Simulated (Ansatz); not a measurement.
Two structures of CH4FS, doublet, reached by relaxing down either side of one saddle point (PBE0-D4/def2-TZVP). Energies are electronic, without zero-point energy. Program: Ansatz 0.2.0. Basis: def2-TZVPP and def2-QZVPP. Cores are frozen in the correlated methods; orbitals are unrestricted. Extrapolation: Hartree–Fock as exp(−7.88 √X), correlation as X^−2.97. First:

H1  (-0.692, -0.419, 0.552)
C2  (0.299, -0.857, 0.423)
F3  (1.042, -0.041, -0.410)
S4  (-1.424, 2.375, -0.925)
H5  (0.219, -1.845, -0.034)
H6  (0.808, -0.930, 1.387)
H7  (-0.251, 1.715, -0.993)
(Å)

Second:

H1  (-1.145, 0.708, 0.043)
C2  (0.563, -1.095, 0.466)
F3  (1.425, -0.451, -0.315)
S4  (-1.443, 1.860, -0.586)
H5  (0.083, -1.950, 0.009)
H6  (0.742, -0.988, 1.528)
H7  (-0.225, 1.916, -1.145)
(Å)

(1) Which bonds change from the first to the second?

(2) Give the saddle point's structure and its height above each. (To be estimated.)

The T1 diagnostic stays at or below 0.016. ⟨S²⟩ of the unrestricted Hartree–Fock references: 0.76 to 0.79 (a pure state has 0.75).

## Answers

(1) CH₃F ([CH3][F]) + HS → CH₂F ([CH2][F]) + H₂S; bonds formed: H1–S4; bonds broken: H1–C2.

(2) Computed: 0.855 eV above the first and 0.247 eV above the second (CCSD(T) at an estimated basis limit (MP2 extrapolated from triple and quadruple zeta, plus CCSD(T) − MP2 in triple zeta)).
| atom | x (Å) | y (Å) | z (Å) |
| --- | --- | --- | --- |
| H1 | -0.5819 | 0.3437 | 0.0297 |
| C2 | 0.4030 | -0.8315 | 0.3651 |
| F3 | 1.5332 | -0.5573 | -0.2871 |
| S4 | -1.3677 | 1.4976 | -0.3814 |
| H5 | -0.1381 | -1.6773 | -0.0505 |
| H6 | 0.4919 | -0.7225 | 1.4427 |
| H7 | -0.3403 | 1.9474 | -1.1185 |

Labels in which every atom is bracketed show which atoms are joined, not bond orders.

For scale, one of the runs: CCSD(T)/def2-TZVPP, 160 basis functions, launched by `ansatz run in.yaml --threads 4 --pin off --events-out ev --progress --plain --max-ram 9574MiB`. Hardware: 4 CPU threads of an AMD EPYC 9R45, shared host. Wall time 18 s; peak host memory 2.9 GiB.
